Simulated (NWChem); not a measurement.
Correlation energy of Al (-1)

```
Al
```
Charge -1, spin multiplicity 3.

Everything below was run with NWChem.

Basis set: def2-TZVPD. Each correlation energy counts from its own Hartree-Fock reference.

```json
[
 {"method": "UMP2", "correlation energy (mHa)": "-47.0"},
 {"method": "SCS-UMP2", "correlation energy (mHa)": "-49.1"},
 {"method": "CCSD on UHF", "correlation energy (mHa)": "-63.3"},
 {"method": "CCSD[T] on UHF", "correlation energy (mHa)": "-66.0"},
 {"method": "CCSD(T) on UHF", "correlation energy (mHa)": "-65.9"},
 {"method": "CCSD on ROHF", "correlation energy (mHa)": "-66.9"},
 {"method": "CCSD[T] on ROHF", "correlation energy (mHa)": "-69.9"},
 {"method": "CCSD(T) on ROHF", "correlation energy (mHa)": "-70.0"},
 {"method": "CCSDT on ROHF", "correlation energy (mHa)": "-70.6"}
]
```

The values span 23.5 mHa, from CCSDT on ROHF (lowest) to UMP2 (highest). 

The correlated methods keep 5 core orbitals frozen. No SCF solution was tested for a lower state. Open-shell Hartree-Fock references start from PBE0 orbitals. Coupled-cluster values serve here as a point of comparison, not as the truth.
